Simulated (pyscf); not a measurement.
Optimised with ωB97X-D3(BJ)/def2-SVP in PySCF.

### Question
Estimate by transition-state theory the rate constant of NH₃ (SMILES N) + H₂N–Si•(NH₂)–NH₂ (SMILES N[Si](N)N) -> H₂N–Si(NH₂)(NH₂)–NH₂ (SMILES N[Si](N)(N)N) + H• (SMILES [H]) (doublet surface; H–N broken, N–Si formed) at 600 K, with ωB97M-D3(BJ)/def2-TZVP energies (ideal gas, 1 atm, RRHO with modes under 100 cm⁻¹ raised to 100, one conformer, R ln 2 for rigid chiral ones; no tunnelling).

### Answer
The electronic barrier is 15.5 kcal/mol and the thermal terms add +17.1, so ΔG‡ = 32.6 kcal/mol. With k_BT/h = 1.25e+13 s⁻¹ and RT = 1.192 kcal/mol, and a volume of 8.18e-20 cm³ per molecule at 1 atm, k = 1.3e-18 cm³ molecule⁻¹ s⁻¹. Wigner's tunnelling factor for 1328i cm⁻¹ would be 1.42, likely too low at so high a frequency. A shift of 1 kcal/mol in the barrier changes k by a factor 2.3. On the reactant side the descent ends in a complex (not fully relaxed), 5.1 kcal/mol under the separated species and 24.0 kcal/mol under the saddle at ωB97X-D3(BJ)/def2-TZVP. At ωB97X-D3(BJ) the barrier from the zero used here is 19.0 kcal/mol. This is the saddle that the search found; another between the same sides may lie lower. The angle at the attacked N is 124°.
